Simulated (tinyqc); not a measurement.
Inside a calculation (part 1 of 2). Method: UHF in the sto-3g basis, for CH2, spin multiplicity 1. Computed by tinyqc, a small Python program that keeps every step (integrals from PySCF). Settings: charge = 0, multiplicity = 1, basis = sto-3g, energy threshold = 1e-08, iteration cap = 64, orthogonalisation = symmetric, start = core, DIIS depth = 0, method = UHF, break = 0.7. Command: `OMP_NUM_THREADS=1 python tinyqc.py 31435 31436 out.jsonl` (the two numbers bound the seeds that draw the settings). One thread of a shared host (Intel(R) Xeon(R) Processor @ 2.60GHz), about 0.1 s of CPU time with the checks. Later iterations appear only in the table of the cycle.

## One-electron integrals

Geometry (angstrom):
```
atom       x        y       z
C     0.0000   0.0000  0.0000
H     0.0000   0.9030  0.5780
H     0.0000  -0.9030  0.5780
```

Basis sto-3g: exponents (1/bohr^2) and contraction coefficients of normalised primitives:
```
element  l (shell)  exponent  coefficient
C            s (1)   71.6168       0.1543
C            s (1)   13.0451       0.5353
C            s (1)    3.5305       0.4446
C            s (2)    2.9412      -0.1000
C            s (2)    0.6835       0.3995
C            s (2)    0.2223       0.7001
C            p (3)    2.9412       0.1559
C            p (3)    0.6835       0.6077
C            p (3)    0.2223       0.3920
H            s (1)    3.4253       0.1543
H            s (1)    0.6239       0.5353
H            s (1)    0.1689       0.4446
```

Overlap, kinetic and nuclear-attraction integrals over the contracted functions; the nuclear repulsion is the sum of Za Zb / Rab.

nuclear repulsion = 6.215840 hartree

overlap S, order 1C 1s, 1C 2s, 1C 2px, 1C 2py, 1C 2pz, 2H 1s, 3H 1s:
```
[[1.0000, 0.2484, 0.0000, 0.0000, 0.0000, 0.0649, 0.0649],
 [0.2484, 1.0000, 0.0000, 0.0000, 0.0000, 0.5011, 0.5011],
 [0.0000, 0.0000, 1.0000, 0.0000, 0.0000, 0.0000, 0.0000],
 [0.0000, 0.0000, 0.0000, 1.0000, 0.0000, 0.3987, -0.3987],
 [0.0000, 0.0000, 0.0000, 0.0000, 1.0000, 0.2552, 0.2552],
 [0.0649, 0.5011, 0.0000, 0.3987, 0.2552, 1.0000, 0.1626],
 [0.0649, 0.5011, 0.0000, -0.3987, 0.2552, 0.1626, 1.0000]]
```

kinetic energy T (hartree), order 1C 1s, 1C 2s, 1C 2px, 1C 2py, 1C 2pz, 2H 1s, 3H 1s:
```
[[15.8911, -0.0859, 0.0000, 0.0000, 0.0000, -0.0098, -0.0098],
 [-0.0859, 0.4722, 0.0000, 0.0000, 0.0000, 0.1128, 0.1128],
 [0.0000, 0.0000, 1.4777, 0.0000, 0.0000, 0.0000, 0.0000],
 [0.0000, 0.0000, 0.0000, 1.4777, 0.0000, 0.2293, -0.2293],
 [0.0000, 0.0000, 0.0000, 0.0000, 1.4777, 0.1468, 0.1468],
 [-0.0098, 0.1128, 0.0000, 0.2293, 0.1468, 0.7600, -0.0063],
 [-0.0098, 0.1128, 0.0000, -0.2293, 0.1468, -0.0063, 0.7600]]
```

nuclear attraction V (hartree), order 1C 1s, 1C 2s, 1C 2px, 1C 2py, 1C 2pz, 2H 1s, 3H 1s:
```
[[-34.6399, -4.4374, 0.0000, 0.0000, -0.0189, -1.1840, -1.1840],
 [-4.4374, -6.1468, 0.0000, 0.0000, -0.1910, -2.6566, -2.6566],
 [0.0000, 0.0000, -6.0177, 0.0000, 0.0000, 0.0000, 0.0000],
 [0.0000, 0.0000, 0.0000, -6.2039, 0.0000, -1.9586, 1.9586],
 [-0.0189, -0.1910, 0.0000, 0.0000, -6.0940, -1.3030, -1.3030],
 [-1.1840, -2.6566, 0.0000, -1.9586, -1.3030, -4.4122, -0.7902],
 [-1.1840, -2.6566, 0.0000, 1.9586, -1.3030, -0.7902, -4.4122]]
```

core Hamiltonian H = T + V (hartree), order 1C 1s, 1C 2s, 1C 2px, 1C 2py, 1C 2pz, 2H 1s, 3H 1s:
```
[[-18.7488, -4.5233, 0.0000, 0.0000, -0.0189, -1.1939, -1.1939],
 [-4.5233, -5.6746, 0.0000, 0.0000, -0.1910, -2.5439, -2.5439],
 [0.0000, 0.0000, -4.5400, 0.0000, 0.0000, 0.0000, 0.0000],
 [0.0000, 0.0000, 0.0000, -4.7262, 0.0000, -1.7293, 1.7293],
 [-0.0189, -0.1910, 0.0000, 0.0000, -4.6163, -1.1563, -1.1563],
 [-1.1939, -2.5439, 0.0000, -1.7293, -1.1563, -3.6522, -0.7966],
 [-1.1939, -2.5439, 0.0000, 1.7293, -1.1563, -0.7966, -3.6522]]
```

## Two-electron integrals

Functions are numbered as in S; the eight-fold symmetry (ij|kl) = (ji|kl) = (kl|ij) leaves the list below.

Two-electron integrals (ij|kl) in chemists' order, unique and non-zero (hartree):
```
(11|11) 3.5419      (21|11) 0.5769      (21|21) 0.1119      (22|11) 0.8547
(22|21) 0.2053      (22|22) 0.6247      (31|31) 0.0203      (32|31) 0.0309
(32|32) 0.1380      (33|11) 0.8524      (33|21) 0.2053      (33|22) 0.6246
(33|33) 0.6728      (41|41) 0.0203      (42|41) 0.0309      (42|42) 0.1380
(43|43) 0.0363      (44|11) 0.8524      (44|21) 0.2053      (44|22) 0.6246
(44|33) 0.6003      (44|44) 0.6728      (51|51) 0.0203      (52|51) 0.0309
(52|52) 0.1380      (53|53) 0.0363      (54|54) 0.0363      (55|11) 0.8524
(55|21) 0.2053      (55|22) 0.6246      (55|33) 0.6003      (55|44) 0.6003
(55|55) 0.6728      (61|11) 0.1522      (61|21) 0.0293      (61|22) 0.0536
(61|33) 0.0534      (61|41) 0.0015      (61|42) 0.0028      (61|44) 0.0538
(61|51) 0.0010      (61|52) 0.0018      (61|54) 2.58e-04    (61|55) 0.0536
(61|61) 0.0079      (62|11) 0.3419      (62|21) 0.0831      (62|22) 0.2755
(62|33) 0.2692      (62|41) 0.0067      (62|42) 0.0446      (62|44) 0.2826
(62|51) 0.0043      (62|52) 0.0285      (62|54) 0.0086      (62|55) 0.2747
(62|61) 0.0227      (62|62) 0.1553      (63|31) 0.0087      (63|32) 0.0452
(63|43) 0.0089      (63|53) 0.0057      (63|63) 0.0199      (64|11) 0.2379
(64|21) 0.0586      (64|22) 0.2061      (64|33) 0.1956      (64|41) 0.0129
(64|42) 0.0763      (64|44) 0.2228      (64|51) 0.0026      (64|52) 0.0199
(64|54) 0.0117      (64|55) 0.1995      (64|61) 0.0168      (64|62) 0.1381
(64|64) 0.1405      (65|11) 0.1523      (65|21) 0.0375      (65|22) 0.1319
(65|33) 0.1252      (65|41) 0.0026      (65|42) 0.0199      (65|44) 0.1313
(65|51) 0.0104      (65|52) 0.0579      (65|54) 0.0128      (65|55) 0.1391
(65|61) 0.0107      (65|62) 0.0884      (65|64) 0.0772      (65|65) 0.0693
(66|11) 0.4814      (66|21) 0.1190      (66|22) 0.4463      (66|33) 0.4224
(66|41) 0.0126      (66|42) 0.1107      (66|44) 0.4728      (66|51) 0.0080
(66|52) 0.0708      (66|54) 0.0322      (66|55) 0.4431      (66|61) 0.0330
(66|62) 0.3107      (66|64) 0.3061      (66|65) 0.1959      (66|66) 0.7746
(71|11) 0.1522      (71|21) 0.0293      (71|22) 0.0536      (71|33) 0.0534
(71|41) -0.0015     (71|42) -0.0028     (71|44) 0.0538      (71|51) 0.0010
(71|52) 0.0018      (71|54) -2.58e-04   (71|55) 0.0536      (71|61) 0.0076
(71|62) 0.0213      (71|64) 0.0143      (71|65) 0.0101      (71|66) 0.0303
(71|71) 0.0079      (72|11) 0.3419      (72|21) 0.0831      (72|22) 0.2755
(72|33) 0.2692      (72|41) -0.0067     (72|42) -0.0446     (72|44) 0.2826
(72|51) 0.0043      (72|52) 0.0285      (72|54) -0.0086     (72|55) 0.2747
(72|61) 0.0213      (72|62) 0.1145      (72|64) 0.0725      (72|65) 0.0634
(72|66) 0.1818      (72|71) 0.0227      (72|72) 0.1553      (73|31) 0.0087
(73|32) 0.0452      (73|43) -0.0089     (73|53) 0.0057      (73|63) 0.0138
(73|73) 0.0199      (74|11) -0.2379     (74|21) -0.0586     (74|22) -0.2061
(74|33) -0.1956     (74|41) 0.0129      (74|42) 0.0763      (74|44) -0.2228
(74|51) -0.0026     (74|52) -0.0199     (74|54) 0.0117      (74|55) -0.1995
(74|61) -0.0143     (74|62) -0.0725     (74|64) -0.0332     (74|65) -0.0393
(74|66) -0.1045     (74|71) -0.0168     (74|72) -0.1381     (74|74) 0.1405
(75|11) 0.1523      (75|21) 0.0375      (75|22) 0.1319      (75|33) 0.1252
(75|41) -0.0026     (75|42) -0.0199     (75|44) 0.1313      (75|51) 0.0104
(75|52) 0.0579      (75|54) -0.0128     (75|55) 0.1391      (75|61) 0.0101
(75|62) 0.0634      (75|64) 0.0393      (75|65) 0.0482      (75|66) 0.1073
(75|71) 0.0107      (75|72) 0.0884      (75|74) -0.0772     (75|75) 0.0693
(76|11) 0.0993      (76|21) 0.0242      (76|22) 0.0832      (76|33) 0.0809
(76|44) 0.0834      (76|51) 0.0021      (76|52) 0.0146      (76|55) 0.0851
(76|61) 0.0065      (76|62) 0.0426      (76|64) 0.0327      (76|65) 0.0266
(76|66) 0.0801      (76|71) 0.0065      (76|72) 0.0426      (76|74) -0.0327
(76|75) 0.0266      (76|76) 0.0141      (77|11) 0.4814      (77|21) 0.1190
(77|22) 0.4463      (77|33) 0.4224      (77|41) -0.0126     (77|42) -0.1107
(77|44) 0.4728      (77|51) 0.0080      (77|52) 0.0708      (77|54) -0.0322
(77|55) 0.4431      (77|61) 0.0303      (77|62) 0.1818      (77|64) 0.1045
(77|65) 0.1073      (77|66) 0.2910      (77|71) 0.0330      (77|72) 0.3107
(77|74) -0.3061     (77|75) 0.1959      (77|76) 0.0801      (77|77) 0.7746
```

## Orthogonalisation

S = U s U^T; symmetric (Loewdin) form X = U s^(-1/2) U^T, so that X^T S X = 1.

eigenvalues of S: [0.2666, 0.3491, 0.8721, 1.0000, 1.0919, 1.4883, 1.9320]

X, order 1C 1s, 1C 2s, 1C 2px, 1C 2py, 1C 2pz, 2H 1s, 3H 1s:
```
[[1.0272, -0.1563, 0.0000, 0.0000, -0.0135, 0.0267, 0.0267],
 [-0.1563, 1.3288, 0.0000, 0.0000, 0.1519, -0.3706, -0.3706],
 [0.0000, 0.0000, 1.0000, 0.0000, 0.0000, 0.0000, 0.0000],
 [0.0000, 0.0000, 0.0000, 1.1938, 0.0000, -0.3054, 0.3054],
 [-0.0135, 0.1519, 0.0000, 0.0000, 1.0757, -0.1854, -0.1854],
 [0.0267, -0.3706, 0.0000, -0.3054, -0.1854, 1.2854, -0.0330],
 [0.0267, -0.3706, 0.0000, 0.3054, -0.1854, -0.0330, 1.2854]]
```

## Starting guess

The start is the orbitals of the core Hamiltonian, with HOMO and LUMO mixed by +/-0.7 rad for the two spins; D(s) = C_occ C_occ^T for each spin.

D(alpha) at the start, order 1C 1s, 1C 2s, 1C 2px, 1C 2py, 1C 2pz, 2H 1s, 3H 1s:
```
[[1.0673, -0.2935, 0.0567, 0.0000, -0.0931, 0.0485, 0.0485],
 [-0.2935, 1.2678, -0.2316, 0.0000, 0.4437, -0.2004, -0.2004],
 [0.0567, -0.2316, 0.5850, 0.0000, 0.4380, -0.0153, -0.0153],
 [0.0000, 0.0000, 0.0000, 1.2587, 0.0000, -0.1935, 0.1935],
 [-0.0931, 0.4437, 0.4380, 0.0000, 0.6518, -0.1198, -0.1198],
 [0.0485, -0.2004, -0.0153, -0.1935, -0.1198, 0.0664, 0.0069],
 [0.0485, -0.2004, -0.0153, 0.1935, -0.1198, 0.0069, 0.0664]]
```

D(beta) at the start, order 1C 1s, 1C 2s, 1C 2px, 1C 2py, 1C 2pz, 2H 1s, 3H 1s:
```
[[1.0673, -0.2935, -0.0567, 0.0000, -0.0931, 0.0485, 0.0485],
 [-0.2935, 1.2678, 0.2316, 0.0000, 0.4437, -0.2004, -0.2004],
 [-0.0567, 0.2316, 0.5850, 0.0000, -0.4380, 0.0153, 0.0153],
 [0.0000, 0.0000, 0.0000, 1.2587, 0.0000, -0.1935, 0.1935],
 [-0.0931, 0.4437, -0.4380, 0.0000, 0.6518, -0.1198, -0.1198],
 [0.0485, -0.2004, 0.0153, -0.1935, -0.1198, 0.0664, 0.0069],
 [0.0485, -0.2004, 0.0153, 0.1935, -0.1198, 0.0069, 0.0664]]
```

## Iteration 1: building the Fock matrix

J_ij = sum D_kl (ij|kl) with D = D(alpha) + D(beta), K_ij = sum D_kl (ik|jl) for each spin; F = H + J - K(s); E = tr D H + tr D J / 2 - 0.5 sum_s tr D(s) K(s) + E_nn.

Coulomb J (hartree), order 1C 1s, 1C 2s, 1C 2px, 1C 2py, 1C 2pz, 2H 1s, 3H 1s:
```
[[12.4322, 2.4292, 0.0000, 0.0000, 0.0289, 0.6393, 0.6393],
 [2.4292, 5.5392, 0.0000, 0.0000, 0.1213, 2.3873, 2.3873],
 [0.0000, 0.0000, 5.5240, 0.0000, 0.0000, 0.0000, 0.0000],
 [0.0000, 0.0000, 0.0000, 5.5659, 0.0000, 1.7482, -1.7482],
 [0.0289, 0.1213, 0.0000, 0.0000, 5.5113, 1.1494, 1.1494],
 [0.6393, 2.3873, 0.0000, 1.7482, 1.1494, 3.7023, 0.7149],
 [0.6393, 2.3873, 0.0000, -1.7482, 1.1494, 0.7149, 3.7023]]
```

exchange K(alpha) (hartree), order 1C 1s, 1C 2s, 1C 2px, 1C 2py, 1C 2pz, 2H 1s, 3H 1s:
```
[[3.6396, 0.6487, -0.0071, 0.0000, 0.0078, 0.1788, 0.1788],
 [0.6487, 0.9046, -0.1728, 0.0000, 0.1780, 0.3796, 0.3796],
 [-0.0071, -0.1728, 0.6001, 0.0000, 0.2748, -0.0201, -0.0201],
 [0.0000, 0.0000, 0.0000, 0.8517, 0.0000, 0.2274, -0.2274],
 [0.0078, 0.1780, 0.2748, 0.0000, 0.5729, 0.1645, 0.1645],
 [0.1788, 0.3796, -0.0201, 0.2274, 0.1645, 0.2587, 0.1151],
 [0.1788, 0.3796, -0.0201, -0.2274, 0.1645, 0.1151, 0.2587]]
```

exchange K(beta) (hartree), order 1C 1s, 1C 2s, 1C 2px, 1C 2py, 1C 2pz, 2H 1s, 3H 1s:
```
[[3.6396, 0.6487, 0.0071, 0.0000, 0.0078, 0.1788, 0.1788],
 [0.6487, 0.9046, 0.1728, 0.0000, 0.1780, 0.3796, 0.3796],
 [0.0071, 0.1728, 0.6001, 0.0000, -0.2748, 0.0201, 0.0201],
 [0.0000, 0.0000, 0.0000, 0.8517, 0.0000, 0.2274, -0.2274],
 [0.0078, 0.1780, -0.2748, 0.0000, 0.5729, 0.1645, 0.1645],
 [0.1788, 0.3796, 0.0201, 0.2274, 0.1645, 0.2587, 0.1151],
 [0.1788, 0.3796, 0.0201, -0.2274, 0.1645, 0.1151, 0.2587]]
```

F(alpha) (hartree), order 1C 1s, 1C 2s, 1C 2px, 1C 2py, 1C 2pz, 2H 1s, 3H 1s:
```
[[-9.9561, -2.7427, 0.0071, 0.0000, 0.0022, -0.7333, -0.7333],
 [-2.7427, -1.0400, 0.1728, 0.0000, -0.2478, -0.5361, -0.5361],
 [0.0071, 0.1728, 0.3839, 0.0000, -0.2748, 0.0201, 0.0201],
 [0.0000, 0.0000, 0.0000, -0.0120, 0.0000, -0.2085, 0.2085],
 [0.0022, -0.2478, -0.2748, 0.0000, 0.3221, -0.1713, -0.1713],
 [-0.7333, -0.5361, 0.0201, -0.2085, -0.1713, -0.2086, -0.1967],
 [-0.7333, -0.5361, 0.0201, 0.2085, -0.1713, -0.1967, -0.2086]]
```

F(beta) (hartree), order 1C 1s, 1C 2s, 1C 2px, 1C 2py, 1C 2pz, 2H 1s, 3H 1s:
```
[[-9.9561, -2.7427, -0.0071, 0.0000, 0.0022, -0.7333, -0.7333],
 [-2.7427, -1.0400, -0.1728, 0.0000, -0.2478, -0.5361, -0.5361],
 [-0.0071, -0.1728, 0.3839, 0.0000, 0.2748, -0.0201, -0.0201],
 [0.0000, 0.0000, 0.0000, -0.0120, 0.0000, -0.2085, 0.2085],
 [0.0022, -0.2478, 0.2748, 0.0000, 0.3221, -0.1713, -0.1713],
 [-0.7333, -0.5361, -0.0201, -0.2085, -0.1713, -0.2086, -0.1967],
 [-0.7333, -0.5361, -0.0201, 0.2085, -0.1713, -0.1967, -0.2086]]
```

total energy of this density = -36.864746 hartree

## Iteration 1: diagonalisation and new density

Diagonalise F' = X^T F X, C = X C', fill 4 alpha and 4 beta electrons from the bottom; D(s) = C_occ C_occ^T. Each column has its largest component positive (the first on a tie).

F' = X^T F X (alpha) (hartree):
```
[[-9.7222, -1.5169, -0.0149, 0.0000, 0.0063, -0.1241, -0.1241],
 [-1.5169, -0.2195, 0.1719, 0.0000, -0.0591, -0.3861, -0.3861],
 [-0.0149, 0.1719, 0.3839, 0.0000, -0.2770, 0.0123, 0.0123],
 [0.0000, 0.0000, 0.0000, 0.2849, 0.0000, -0.3580, 0.3580],
 [0.0063, -0.0591, -0.2770, 0.0000, 0.4390, -0.2257, -0.2257],
 [-0.1241, -0.3861, 0.0123, -0.3580, -0.2257, 0.2482, -0.0648],
 [-0.1241, -0.3861, 0.0123, 0.3580, -0.2257, -0.0648, 0.2482]]
```

orbital energies (alpha) (hartree): [-9.9650, -0.4915, -0.2075, 0.0624, 0.6408, 0.8054, 0.8180]

coefficients C (alpha), order 1C 1s, 1C 2s, 1C 2px, 1C 2py, 1C 2pz, 2H 1s, 3H 1s:
```
[[0.9911, -0.2190, 0.0000, 0.0933, -0.1876, 0.0000, -0.0839],
 [0.0386, 0.6468, 0.0000, -0.4273, 1.0142, 0.0000, 0.6760],
 [-0.0012, -0.0746, 0.0000, 0.6929, 0.6007, 0.0000, -0.3917],
 [0.0000, 0.0000, 0.5546, 0.0000, 0.0000, 1.1420, 0.0000],
 [0.0047, 0.2027, 0.0000, 0.5693, -0.0186, 0.0000, 0.9400],
 [-0.0087, 0.2691, 0.4310, 0.1695, -0.6135, -0.8812, -0.6922],
 [-0.0087, 0.2691, -0.4310, 0.1695, -0.6135, 0.8812, -0.6922]]
```

F' = X^T F X (beta) (hartree):
```
[[-9.7222, -1.5169, 0.0149, 0.0000, 0.0063, -0.1241, -0.1241],
 [-1.5169, -0.2195, -0.1719, 0.0000, -0.0591, -0.3861, -0.3861],
 [0.0149, -0.1719, 0.3839, 0.0000, 0.2770, -0.0123, -0.0123],
 [0.0000, 0.0000, 0.0000, 0.2849, 0.0000, -0.3580, 0.3580],
 [0.0063, -0.0591, 0.2770, 0.0000, 0.4390, -0.2257, -0.2257],
 [-0.1241, -0.3861, -0.0123, -0.3580, -0.2257, 0.2482, -0.0648],
 [-0.1241, -0.3861, -0.0123, 0.3580, -0.2257, -0.0648, 0.2482]]
```

orbital energies (beta) (hartree): [-9.9650, -0.4915, -0.2075, 0.0624, 0.6408, 0.8054, 0.8180]

coefficients C (beta), order 1C 1s, 1C 2s, 1C 2px, 1C 2py, 1C 2pz, 2H 1s, 3H 1s:
```
[[0.9911, -0.2190, 0.0000, -0.0933, -0.1876, 0.0000, -0.0839],
 [0.0386, 0.6468, 0.0000, 0.4273, 1.0142, 0.0000, 0.6760],
 [0.0012, 0.0746, 0.0000, 0.6929, -0.6007, 0.0000, 0.3917],
 [0.0000, 0.0000, 0.5546, 0.0000, 0.0000, 1.1420, 0.0000],
 [0.0047, 0.2027, 0.0000, -0.5693, -0.0186, 0.0000, 0.9400],
 [-0.0087, 0.2691, 0.4310, -0.1695, -0.6135, -0.8812, -0.6922],
 [-0.0087, 0.2691, -0.4310, -0.1695, -0.6135, 0.8812, -0.6922]]
```

D(alpha) after iteration 1, order 1C 1s, 1C 2s, 1C 2px, 1C 2py, 1C 2pz, 2H 1s, 3H 1s:
```
[[1.0389, -0.1432, 0.0798, 0.0000, 0.0134, -0.0518, -0.0518],
 [-0.1432, 0.6024, -0.3444, 0.0000, -0.1120, 0.1012, 0.1012],
 [0.0798, -0.3444, 0.4857, 0.0000, 0.3793, 0.0974, 0.0974],
 [0.0000, 0.0000, 0.0000, 0.3076, 0.0000, 0.2391, -0.2391],
 [0.0134, -0.1120, 0.3793, 0.0000, 0.3652, 0.1510, 0.1510],
 [-0.0518, 0.1012, 0.0974, 0.2391, 0.1510, 0.2870, -0.0846],
 [-0.0518, 0.1012, 0.0974, -0.2391, 0.1510, -0.0846, 0.2870]]
```

D(beta) after iteration 1, order 1C 1s, 1C 2s, 1C 2px, 1C 2py, 1C 2pz, 2H 1s, 3H 1s:
```
[[1.0389, -0.1432, -0.0798, 0.0000, 0.0134, -0.0518, -0.0518],
 [-0.1432, 0.6024, 0.3444, 0.0000, -0.1120, 0.1012, 0.1012],
 [-0.0798, 0.3444, 0.4857, 0.0000, -0.3793, -0.0974, -0.0974],
 [0.0000, 0.0000, 0.0000, 0.3076, 0.0000, 0.2391, -0.2391],
 [0.0134, -0.1120, -0.3793, 0.0000, 0.3652, 0.1510, 0.1510],
 [-0.0518, 0.1012, -0.0974, 0.2391, 0.1510, 0.2870, -0.0846],
 [-0.0518, 0.1012, -0.0974, -0.2391, 0.1510, -0.0846, 0.2870]]
```

## Iteration 2: building the Fock matrix

As before.

Coulomb J (hartree), order 1C 1s, 1C 2s, 1C 2px, 1C 2py, 1C 2pz, 2H 1s, 3H 1s:
```
[[11.4057, 2.1987, 0.0000, 0.0000, 0.0165, 0.5785, 0.5785],
 [2.1987, 5.0966, 0.0000, 0.0000, 0.1466, 2.2796, 2.2796],
 [0.0000, 0.0000, 5.0462, 0.0000, 0.0000, 0.0000, 0.0000],
 [0.0000, 0.0000, 0.0000, 5.1475, 0.0000, 1.7129, -1.7129],
 [0.0165, 0.1466, 0.0000, 0.0000, 5.0796, 1.1370, 1.1370],
 [0.5785, 2.2796, 0.0000, 1.7129, 1.1370, 3.8099, 0.6920],
 [0.5785, 2.2796, 0.0000, -1.7129, 1.1370, 0.6920, 3.8099]]
```

exchange K(alpha) (hartree), order 1C 1s, 1C 2s, 1C 2px, 1C 2py, 1C 2pz, 2H 1s, 3H 1s:
```
[[3.5911, 0.6254, 0.0004, 0.0000, 0.0025, 0.1690, 0.1690],
 [0.6254, 0.8176, -0.1825, 0.0000, 0.1000, 0.4576, 0.4576],
 [0.0004, -0.1825, 0.4841, 0.0000, 0.2670, -0.0013, -0.0013],
 [0.0000, 0.0000, 0.0000, 0.6679, 0.0000, 0.3483, -0.3483],
 [0.0025, 0.1000, 0.2670, 0.0000, 0.5190, 0.2273, 0.2273],
 [0.1690, 0.4576, -0.0013, 0.3483, 0.2273, 0.6320, 0.1389],
 [0.1690, 0.4576, -0.0013, -0.3483, 0.2273, 0.1389, 0.6320]]
```

exchange K(beta) (hartree), order 1C 1s, 1C 2s, 1C 2px, 1C 2py, 1C 2pz, 2H 1s, 3H 1s:
```
[[3.5911, 0.6254, -0.0004, 0.0000, 0.0025, 0.1690, 0.1690],
 [0.6254, 0.8176, 0.1825, 0.0000, 0.1000, 0.4576, 0.4576],
 [-0.0004, 0.1825, 0.4841, 0.0000, -0.2670, 0.0013, 0.0013],
 [0.0000, 0.0000, 0.0000, 0.6679, 0.0000, 0.3483, -0.3483],
 [0.0025, 0.1000, -0.2670, 0.0000, 0.5190, 0.2273, 0.2273],
 [0.1690, 0.4576, 0.0013, 0.3483, 0.2273, 0.6320, 0.1389],
 [0.1690, 0.4576, 0.0013, -0.3483, 0.2273, 0.1389, 0.6320]]
```

F(alpha) (hartree), order 1C 1s, 1C 2s, 1C 2px, 1C 2py, 1C 2pz, 2H 1s, 3H 1s:
```
[[-10.9341, -2.9499, -0.0004, 0.0000, -0.0049, -0.7843, -0.7843],
 [-2.9499, -1.3956, 0.1825, 0.0000, -0.1444, -0.7218, -0.7218],
 [-0.0004, 0.1825, 0.0222, 0.0000, -0.2670, 0.0013, 0.0013],
 [0.0000, 0.0000, 0.0000, -0.2466, 0.0000, -0.3647, 0.3647],
 [-0.0049, -0.1444, -0.2670, 0.0000, -0.0557, -0.2466, -0.2466],
 [-0.7843, -0.7218, 0.0013, -0.3647, -0.2466, -0.4744, -0.2434],
 [-0.7843, -0.7218, 0.0013, 0.3647, -0.2466, -0.2434, -0.4744]]
```

F(beta) (hartree), order 1C 1s, 1C 2s, 1C 2px, 1C 2py, 1C 2pz, 2H 1s, 3H 1s:
```
[[-10.9341, -2.9499, 0.0004, 0.0000, -0.0049, -0.7843, -0.7843],
 [-2.9499, -1.3956, -0.1825, 0.0000, -0.1444, -0.7218, -0.7218],
 [0.0004, -0.1825, 0.0222, 0.0000, 0.2670, -0.0013, -0.0013],
 [0.0000, 0.0000, 0.0000, -0.2466, 0.0000, -0.3647, 0.3647],
 [-0.0049, -0.1444, 0.2670, 0.0000, -0.0557, -0.2466, -0.2466],
 [-0.7843, -0.7218, -0.0013, -0.3647, -0.2466, -0.4744, -0.2434],
 [-0.7843, -0.7218, -0.0013, 0.3647, -0.2466, -0.2434, -0.4744]]
```

total energy of this density = -38.379486 hartree
